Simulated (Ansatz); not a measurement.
Relative stability

Two relaxed structures of BSiNH5, doublet (PBE0-D4/def2-TZVP; forces vanish, vibrations not checked).

A:

```xyz
8
angstrom
B 0.2318 0.1395 -0.1344
Si -1.6511 -0.0817 -0.9861
N 0.8908 -0.8232 0.6439
H -1.9855 1.3725 -1.2482
H 0.8220 1.0093 -0.7047
H -0.9196 0.5500 0.4023
H 1.8908 -0.9174 0.6316
H 0.4209 -1.5424 1.1662
```

B:

```tsv
atom	x (Å)	y (Å)	z (Å)
B1	-1.5809	0.1836	-0.8906
Si2	0.1457	0.4619	0.0058
N3	0.8612	-1.0392	0.4432
H4	-2.4201	0.6462	-1.5930
H5	1.1866	1.2076	-0.7567
H6	-0.2841	1.3639	1.1327
H7	1.8013	-1.0638	0.8045
H8	0.2903	-1.7601	0.8542
```

Program: Ansatz 0.2.0. Basis: def2-TZVPP. Cores are frozen in the correlated methods; orbitals are unrestricted. B3LYP uses VWN-RPA correlation.

**Question.** Which structure is lower at CCSD(T), and by how much? (An estimate is asked for; the value comes from the calculation.)

**Answer.** Computed: A, by 68.8 kJ/mol (electronic energy, against the other). By their contacts, A is BSiNH₅ ([NH2][BH]1[H][SiH]1) and B is BSiNH₅ ([BH][SiH2][NH2]).

All methods give the same order:

```json
{"method": "PBE-D4", "E(B) − E(A) (kJ/mol)": "109.2"}
{"method": "r2SCAN-D4", "E(B) − E(A) (kJ/mol)": "83.6"}
{"method": "PBE0-D4", "E(B) − E(A) (kJ/mol)": "87.8"}
{"method": "B3LYP-D4", "E(B) − E(A) (kJ/mol)": "80.6"}
{"method": "wB97M-V", "E(B) − E(A) (kJ/mol)": "78.3"}
{"method": "HF", "E(B) − E(A) (kJ/mol)": "3.2"}
{"method": "MP2", "E(B) − E(A) (kJ/mol)": "59.9"}
{"method": "CCSD", "E(B) − E(A) (kJ/mol)": "58.3"}
{"method": "CCSD(T)", "E(B) − E(A) (kJ/mol)": "68.8"}
```

The T1 diagnostic stays at or below 0.026. ⟨S²⟩ of the unrestricted Hartree–Fock references: 0.76 to 0.83 (a pure state has 0.75). The unrestricted reference is spin-contaminated, which hurts MP2 most.

Labels in which every atom is bracketed show which atoms are joined, not bond orders.

For scale, one of the runs: CCSD(T)/def2-TZVPP, 174 basis functions, launched by `ansatz run in.yaml --threads 2 --pin off --events-out ev --progress --plain --max-ram 4352MiB`. Hardware: 2 CPU threads of an Arm Neoverse V2, shared host. Wall time 110 s; peak host memory 3.6 GiB.
